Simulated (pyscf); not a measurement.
Four-centre exchange: F–Sb(F)–F (SMILES [F][Sb]([F])[F]) + H₂O (SMILES O) → HO–Sb(F)–F (SMILES [OH][Sb]([F])[F]) + HF (SMILES F)

Gas phase, singlet surface, charge 0. Bonds broken: Sb1–F2, O5–H6. Bonds formed: Sb1–O5, F2–H6. Optimised with ωB97X-D3(BJ)/def2-SVP in PySCF.

Transition state (Å):

```xyz
7

Sb    -1.7524    -0.3458     0.2313
F     -0.0893     0.5575     1.4277
F     -0.5632    -1.8454     0.1367
F     -2.3551    -0.7445    -1.5744
O     -0.4011     0.9746    -0.7368
H      0.1114     0.9396     0.2955
H      0.0588     0.5865    -1.4963
```

One imaginary mode, 585i cm⁻¹; descent along it reached the two sides named, in the forms told below.

```tsv
bond	change	reactant side (Å)	saddle	product side
Sb1–F2	breaks	1.939	2.239	2.6
O5–H6	breaks	0.971	1.153	1.657
Sb1–O5	forms	2.562	2.123	1.996
F2–H6	forms	2.154	1.212	0.954
```

Electronic energies relative to the separated reactants (eV):

```csv
level,barrier,reaction energy,reverse barrier
ωB97X-D3(BJ)/def2-TZVP,0.24,+0.26,-0.02
PBE/def2-TZVP,0.15,+0.32,-0.16
r²SCAN/def2-TZVP,0.15,+0.31,-0.16
B3LYP-D3(BJ)/def2-TZVP,0.24,+0.29,-0.05
PBE0-D3(BJ)/def2-TZVP,0.19,+0.26,-0.07
M06-2X/def2-TZVP,0.20,+0.22,-0.02
ωB97M-D3(BJ)/def2-TZVP,0.28,+0.28,0.01
HF/def2-TZVP,0.87,+0.26,0.61
```

With ωB97M-D3(BJ)/def2-TZVP energies and thermal terms (ideal gas, 1 atm, RRHO with modes under 100 cm⁻¹ raised to 100, one conformer, R ln 2 for chiral ones without a mode under 150 cm⁻¹), in eV:

| T (K) | ΔH‡ | ΔG‡ | ΔH | ΔG |
|---|---|---|---|---|
| 298 | 0.23 | 0.69 | +0.25 | +0.25 |
| 600 | 0.23 | 1.16 | +0.28 | +0.23 |
| 900 | 0.26 | 1.62 | +0.30 | +0.20 |
| 1200 | 0.29 | 2.07 | +0.32 | +0.17 |

On the reactant side the descent ends in a bound adduct, 0.52 eV under the separated species and 0.75 eV under the saddle at ωB97X-D3(BJ)/def2-TZVP. On the product side the descent ends in a bound adduct, 0.38 eV under the separated species and 0.36 eV under the saddle at ωB97X-D3(BJ)/def2-TZVP. At ωB97X-D3(BJ), PBE, r²SCAN, B3LYP-D3(BJ), PBE0-D3(BJ), M06-2X the saddle lies under the separated products, which points to a path from their complex (located at ωB97X-D3(BJ) alone), and parting the products costs more than the saddle. One saddle was located; it need not be the lowest between these sides. Elements past Kr carry the def2 core potentials, without spin-orbit coupling.
